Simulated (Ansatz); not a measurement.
Input and output for `NP(O)S`.

```yaml
crystal:
  periodic: [false, false, false]
  atoms:
    - {symbol: N, position_ang: [-0.185066, 1.277439, 0.423090]}
    - {symbol: P, position_ang: [-0.146732, -0.166823, 0.848473]}
    - {symbol: O, position_ang: [1.251294, -0.895168, -0.080246]}
    - {symbol: S, position_ang: [-1.507400, -0.717702, -0.903625]}
    - {symbol: H, position_ang: [-0.006771, 1.702487, -0.562338]}
    - {symbol: H, position_ang: [0.220048, 2.019605, 1.005141]}
    - {symbol: H, position_ang: [1.766391, -1.389584, 0.580252]}
    - {symbol: H, position_ang: [-1.063768, -2.063928, -1.097996]}
basis:
  gaussian: {orbitals: def2-TZVP}
hamiltonian: {xc: {name: B97}}
accuracy: high
output: {forces: true}
```

```sh
$ ansatz run in.yaml --threads 2 --pin off --events-out ev --progress --plain --max-ram 4352MiB
```

Output, abridged:

```
Functional definition: B97
2889 factors; integrals over basis functions are off by at most 3.9e-9 eV
mean field evaluation 1: about -23714.8706 eV, gradient 7.6e1 eV
mean field evaluation 2: about -23687.5959 eV, gradient 1.4e2 eV
mean field evaluation 4: about -23724.5057 eV, gradient 9.7e0 eV
mean field evaluation 8: about -23724.8301 eV, gradient 8.7e-1 eV
mean field evaluation 16: about -23724.8321 eV, gradient 1.9e-4 eV
mean field -23724.83208989 eV, -871.8714980348 hartree, gradient 3.1e-8 eV, S^2 0.000000; 0 other end points of the search recorded, 0 dependent functions left out
reference -23724.83209197 eV, -871.8714981111 hartree; 25, 25 occupied and 135, 135 virtual orbitals, 2889 factors
Total energy: -23724.83209197 eV, -871.8714981111 hartree
Atom 0 at    -0.185066     1.277439     0.423090 Å, force     1.283523     9.499383    -3.572029 eV/Å
Atom 1 at    -0.146732    -0.166823     0.848473 Å, force     1.002619    -8.147369    -1.357160 eV/Å
Atom 2 at     1.251294    -0.895168    -0.080246 Å, force    -1.232885     0.707494     1.917862 eV/Å
Atom 3 at    -1.507400    -0.717702    -0.903625 Å, force     0.686038    -1.603680     0.752869 eV/Å
Atom 4 at    -0.006771     1.702487    -0.562338 Å, force    -0.767176    -1.661171     1.745544 eV/Å
Atom 5 at     0.220048     2.019605     1.005141 Å, force    -0.417590    -0.646282     0.452367 eV/Å
Atom 6 at     1.766391    -1.389584     0.580252 Å, force    -0.076383     0.136983    -0.276784 eV/Å
Atom 7 at    -1.063768    -2.063928    -1.097996 Å, force    -0.478145     1.714643     0.337330 eV/Å
Dipole moment:     0.372595     0.392536     0.344329 e Å
```

It took 31 s on 2 threads of an Arm Neoverse V1 on a shared host, with 0.89 GiB of host memory at the peak.
